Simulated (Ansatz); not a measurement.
`CC(C)CC(C)C` + H₂ → `CCCC(C)C` + CH₄  (hydrogenolysis of a C–C bond)

Gas-phase electronic energies from Ansatz, PBE0-D4/def2-TZVP geometries. CBS: MP2 limit from def2 TZ/QZ plus the TZ coupled-cluster correction, frozen cores. This one scheme is used for every species. DFT in def2-TZVPP. One conformer a species, not always the lowest.

CCSD(T)/CBS gives -60.4 kJ/mol.

Task: Another level gave -62.5 kJ/mol. Which?
A. HF/def2-TZVPP
B. MP2/def2-TZVPP
C. PBE0/def2-TZVPP
D. PBE-D4/def2-TZVPP

Result: D. PBE-D4 -62.5, PBE0 -71.0, HF/def2-TZVPP -86.2, MP2/def2-TZVPP -56.8 kJ/mol.

Largest T1 diagnostic among the species: 0.009.

In def2-TZVPP, CCSD(T) changes the Hartree–Fock value by +24.9 kJ/mol (the triples alone add +4.6 kJ/mol) and MP2 by +29.4 kJ/mol. The D4 term adds +11.2 kJ/mol with B3LYP and +6.3 kJ/mol with PBE0; it sums over pairs of atoms, weighted by their polarisabilities, and B3LYP, whose exchange is more repulsive, gets the larger term.

B3LYP here is the variant with VWN-RPA as its local correlation; programs differ in this.
